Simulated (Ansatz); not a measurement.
Results of PBEsol (Ansatz, an electronic-structure program, PAW) for 2H WSe2.

Run with plane-wave cutoff 520 eV, 12×12×4 k mesh (along the axes of the cell as run), Fermi–Dirac smearing 0.01 eV, no spin polarisation, scalar-relativistic PAW data made under PBE.

Starting structure:

```
CELL_PARAMETERS angstrom
      3.28000     0.00000     0.00000
     -1.64000     2.84056     0.00000
      0.00000     0.00000    12.96000
ATOMIC_POSITIONS crystal
  W  0.66667 0.33333 0.75000
  W  0.33333 0.66667 0.25000
  Se 0.66667 0.33333 0.37900
  Se 0.33333 0.66667 0.87900
  Se 0.33333 0.66667 0.62100
  Se 0.66667 0.33333 0.12100
```

**Question.** Into what structure does the relaxation of cell and atoms lead at this level, with the symmetry of the start kept?

**Answer.** The volume grows by 1.5 %; final space group P6_3/mmc.
```
CELL_PARAMETERS angstrom
      3.27104     0.00000     0.00000
     -1.63552     2.83280     0.00000
      0.00000     0.00000    13.22253
ATOMIC_POSITIONS crystal
  W  0.66667 0.33333 0.75000
  W  0.33333 0.66667 0.25000
  Se 0.66667 0.33333 0.37662
  Se 0.33333 0.66667 0.87662
  Se 0.33333 0.66667 0.62338
  Se 0.66667 0.33333 0.12338
```

Note: the cell comes from a level without a dispersion term, which matters for the spacing of layers, chains or molecules; the cell has widely spaced layers and the level no dispersion term, so their spacing and the moduli can rest on weak binding.
